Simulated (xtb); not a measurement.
**C2H4OS (thioacetic acid) at GFN2-xTB**

Aim: a structure relaxation of C2H4OS (thioacetic acid). 

The results are computed with xtb 6.7.1 later snapshot.

### 1 Starting point

The species is C2H4OS (8 atoms), meant as a singlet with charge 0. As SMILES, `CC(=O)S`. All atoms were displaced at random from a relaxed shape. The run starts from this shape.

Bond lengths: C1–C2 1.550 Å, C2–O3 1.250 Å, C2–S4 1.781 Å, C1–H5 1.030 Å, C1–H6 1.050 Å, C1–H7 1.126 Å, S4–H8 1.375 Å. Angles: C1–C2–O3 120.7°, C1–C2–S4 112.1°, O3–C2–S4 127.1°, C2–C1–H5 110.5°, C2–C1–H6 105.8°, C2–C1–H7 105.0°, C2–S4–H8 93.9°, H5–C1–H6 114.4°, H5–C1–H7 116.0°, H6–C1–H7 104.1°.

### 2 A structure relaxation at GFN2-xTB

xcontrol

```
$opt
   engine=rf
$end
```

geom.xyz

```xyz
8

C      0.05236000     1.06789000    -0.05923000
C      0.28328000    -0.45879000    -0.19384000
O      1.36038000    -0.90370000    -0.64554000
S     -1.08513000    -1.40309000     0.44493000
H      0.84749000     1.58924000    -0.45496000
H     -0.11637000     1.24335000     0.96170000
H     -0.94864000     1.25462000    -0.53937000
H     -0.44480000    -2.61012000     0.29196000
```

Launch:

```
$ xtb -o normal -I xcontrol -c 0 -- geom.xyz > out.txt 2> xtb.err
```

Q: Predict the results. Wanted: total energy at the end; dipole moment; HOMO energy; LUMO energy; HOMO–LUMO gap; dispersion energy; mean polarisability.

**Answer.** As computed:

Level: GFN2-xTB.

| quantity | value |
| --- | --- |
| total energy at the end | -13.62547 Eh |
| dipole moment | 1.46 D |
| HOMO energy | -11.19 eV |
| LUMO energy | -7.29 eV |
| HOMO–LUMO gap | 3.90 eV |
| dispersion energy | -10.13 kJ/mol |
| mean polarisability (D4 model) | 49.6 bohr³ |

**Reading.** At the final geometry: Bond lengths: C1–C2 1.493 Å, C2–O3 1.195 Å, C2–S4 1.791 Å, C1–H5 1.087 Å, C1–H6 1.088 Å, C1–H7 1.088 Å, S4–H8 1.330 Å. Angles: C1–C2–O3 127.4°, C1–C2–S4 112.0°, O3–C2–S4 120.6°, C2–C1–H5 109.9°, C2–C1–H6 109.4°, C2–C1–H7 109.8°, C2–S4–H8 95.3°, H5–C1–H6 109.8°, H5–C1–H7 110.1°, H6–C1–H7 107.9°. The optimisation took 8 steps and changed the energy by -0.367 eV.
